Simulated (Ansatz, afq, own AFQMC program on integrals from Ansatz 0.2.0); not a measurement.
AFQMC on a folder of integrals that Ansatz 0.2.0 wrote.

```yaml
crystal:
  periodic: [false, false, false]
  atoms:
    - {symbol: Si, position_ang: [0.000000, -0.093283, 0.071783]}
    - {symbol: H, position_ang: [0.000000, 1.934905, -3.350341]}
    - {symbol: H, position_ang: [0.000000, 0.664369, 1.350157]}
basis:
  gaussian: {orbitals: cc-pVDZ}
magnetization: {spin_polarized: true, initial_magnetization: 2}
correlation: {method: ccsd_t, electrons: outside_noble_gas, hamiltonian_folder: ham}
```

```sh
$ ansatz run in.yaml --threads 1 --pin off --events-out ev --progress --plain --max-ram 16896MiB --backend cuda --devices 0, --max-vram 18GiB
```

Options of the walk:

```
--method phaseless --trial cisd --walkers 4000 --populations 20 --least-time 60 --time-step 0.005 --steps-per-block 50 --equilibration-blocks 40 --max-blocks 4000 --target-error 0.00029 --factor-cut 1e-05 --start spin_pure --seed 1741 --release-times 0.24,0.51,0.99,1.62,2.4 --release-step 0.03 --release-every 3 --taylor-order 6
```

Times are imaginary, in 1/Eh. The walk had a cap of 122 s. With eight or more populations the least sampling time is a fifth of least-time, and the error comes from their spread.

```
orbitals 23  electrons 4 2  factors 136 of 276
reference energy -289.92795373 Eh
CCSD correlation -0.08903044 Eh in 17 cycles, weight of the determinant in the CISD state 0.9178
energy of the start -290.016517 Eh
 block  time / (1/Eh)  mean weight  energy / Eh
     1     0.250  0.9999  -290.016387
     2     0.500  0.9999  -290.016667
     3     0.750  1.0000  -290.017070
     4     1.000  1.0000  -290.017488
     5     1.250  1.0000  -290.017840
     7     1.750  1.0000  -290.018300
     9     2.250  1.0000  -290.018521
    11     2.750  1.0001  -290.018829
    15     3.750  1.0000  -290.018959
    19     4.750  1.0001  -290.019119
    23     5.750  0.9999  -290.019058
    27     6.750  0.9998  -290.018983
    31     7.750  0.9999  -290.019022
    35     8.750  0.9999  -290.018916
    39     9.750  1.0001  -290.018904
    43    10.750  1.0000  -290.019144
    47    11.750  1.0003  -290.018991
    51    12.750  0.9999  -290.019011
    55    13.750  1.0000  -290.018921
    57    14.250  1.0001  -290.018787
    59    14.750  1.0001  -290.018812
    63    15.750  1.0000  -290.018838
    65    16.250  1.0003  -290.019175
    67    16.750  1.0001  -290.019048
    71    17.750  1.0000  -290.018943
    75    18.750  0.9999  -290.018942
    79    19.750  0.9999  -290.019014
    83    20.750  1.0001  -290.019174
    87    21.750  0.9999  -290.019126
    89    22.250  1.0000  -290.018869
error from the spread of 20 populations
released: time / (1/Eh)  energy / Eh  error  mean overlap
  0.24  -290.019036  0.000026  0.9992
  0.51  -290.019085  0.000040  0.9993
  0.99  -290.019175  0.000025  0.9989
  1.62  -290.019192  0.000027  0.9986
  2.40  -290.019189  0.000033  1.0004
energy -290.018960 +/- 0.000036 Eh
(rows thinned)
```

Problem. Estimate how long the walk took on 1 × NVIDIA H100 80GB HBM3 with 2 threads of AMD EPYC 7R13 Processor (Zen 3) (shared host) (the card was shared).

Solution. 29 s of wall time.

The run passed its tests (sampling time, drift between the halves within three errors, error under three times the target), which doesn't prove that it has relaxed.

Against this walk (error 1.0 meV) on the same determinant: CCSD(T) 8.9 meV higher, CCSDT(Q) 7.0 meV lower, CCSDTQ 7.2 meV lower, full CI 7.3 meV lower. The error is statistical and leaves out the bias of the constraint. Released to 2.40 1/Eh the energy lies 6.2 ± 1.3 meV (both errors) below the phaseless value, which shows part or all of the bias of the constraint, and full CI lies 1.0 meV below the released value. Full CI is exact here, so the walk's 7 meV above it is the walk's own error: the bias of the constraint with this trial.

Cautions: constraint bias not in the error; lower spins were not checked.

CCSDT and higher add their correlation energy to the determinant of the CCSD(T) run, since their own runs factorise the integrals more tightly (a shift of under 2 meV). A walk keeps the symmetry of its determinant, which the program's search chose and which needn't be the lowest solution, so a lower state of the same spin and another symmetry isn't excluded.
